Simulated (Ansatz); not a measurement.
Species: CH3, charge 0, doublet. CH3 (SMILES [CH3], doublet).
B3LYP-D3(BJ)/def2-TZVP minimum from Ansatz (a program for electronic structure):
```xyz
4

C      0.0000     0.0000     0.0000
H      0.0036     1.0786    -0.0270
H      0.9326    -0.5425     0.0110
H     -0.9362    -0.5361     0.0160
```
Charge 0, spin multiplicity 2.

Hartree-Fock and CCSD(T) correlation energies in hartree (Ansatz). Open shells are spin-unrestricted; no spin-orbit coupling. Correlated methods leave the cores frozen. No relativity.

```
basis    X      E(HF)  E(corr, CCSD(T))
-------  -  ---------  ----------------
cc-pVTZ  3  -39.57748          -0.18350
cc-pVQZ  4  -39.58026          -0.19218
cc-pV5Z  5  -39.58099          withheld
```

Question: Fit E(corr) = E∞ + A/X³ to X = 3 and 4, predict X = 5, and compare with the run.

Answer: A = (-0.18350 - (-0.19218))/(1/27 - 1/64) = 0.4054; E∞ = -0.19218 - A/64 = -0.19851; at X = 5, E∞ + A/125 = -0.19527. The run gave -0.19480, 0.47 mEh above the prediction. The same form on X = 4 and 5 gives E∞ = -0.19755, 0.97 mEh above the first estimate.
